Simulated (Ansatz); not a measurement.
Rock-salt TiC was calculated with PBE (plane waves, PAW; Ansatz, a first-principles code).

Numerical settings: plane-wave cutoff 520 eV, 16×16×16 k mesh, Fermi–Dirac smearing 0.1 eV, perturbation theory, no spin polarisation, scalar-relativistic PAW data made under PBE.

The cell has the measured lattice: a = b = c = 4.327 Å, α = β = γ = 90.00°.

Give the computed zone-centre TO phonon frequency.


- zone-centre TO phonon frequency: 518 cm⁻¹

Note: the cell isn't this level's own, so it is under some stress, which shifts stiffness and frequencies.

Cost on a shared machine: around 8 core-minutes (rough).
